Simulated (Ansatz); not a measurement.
**Heat of formation of SClO2F (sulfuryl chloride fluoride) from total energies**

SClO2F: 5 atoms, total charge 0, spin state singlet. As SMILES, `O=S(=O)(F)Cl`. Geometry: relaxed at PBE0-D4/def2-TZVP.

Total energies at BHLYP/def2-SVP (Ansatz 0.2.0); the atoms run unrestricted:

| species | state | energy (Eh) |
| --- | --- | --- |
| SClO2F | singlet | -1107.996653 |
| O | triplet | -74.982386 |
| S | triplet | -397.985456 |
| F | doublet | -99.616596 |
| Cl | doublet | -459.997393 |

Harmonic wavenumbers at PBE0-D4/def2-TZVP, in cm⁻¹: 290, 302, 421, 475, 505, 636, 844, 1265, 1507.

Measured heats of formation of the gaseous atoms at 298.15 K, in kJ/mol: O 249.2, S 277.0, F 79.4, Cl 121.3. Spin-orbit lowering of the atoms at 298 K (mean of the ground term's levels less their thermal mean, from spectra), in kJ/mol: O 0.40, S 1.88, F 1.29, Cl 3.44. Take 1 Eh = 2625.50 kJ/mol, 1 cm⁻¹ = 0.0119627 kJ/mol, RT = 2.479 kJ/mol.

Work out the heat of formation of the gas at 298 K.


1. Electronic atomisation energy: 2 × (-74.982386) + (-397.985456) + (-99.616596) + (-459.997393) − (-1107.996653) = 0.432436 Eh = 1135.4 kJ/mol.
2. Zero-point energy: half the sum of the wavenumbers, 3122.5 cm⁻¹ = 37.4 kJ/mol.
3. Thermal vibrational enthalpy, Σ hcν̃/(exp(hcν̃/kT) − 1): 4.8 kJ/mol. Translation, rotation and pV of a non-linear molecule: 4 RT = 9.9 kJ/mol.
4. The 5 free atoms carry 5/2 RT each: 31.0 kJ/mol.
5. Spin-orbit coupling lowers the free atoms by 2 × 0.40 + 1.88 + 1.29 + 3.44 = 7.4 kJ/mol.
6. Atomisation enthalpy at 298 K: 1135.4 − 7.4 − 37.4 − 4.8 − 9.9 + 31.0 = 1106.9 kJ/mol.
7. Sum of the atoms' heats of formation: 976.1 kJ/mol. Heat of formation: 976.1 − 1106.9 = -130.8 kJ/mol.

The tabulated value is -556.5 kJ/mol (NIST-JANAF tables; in doubt: it may be an older value or an estimate), so this level is off by +425.7 kJ/mol, or 27.8 % of the atomisation enthalpy that the table implies (1532.6 kJ/mol). Hybrids with much exact exchange underbind. Anharmonicity and any spin-orbit splitting of the molecule are left out.
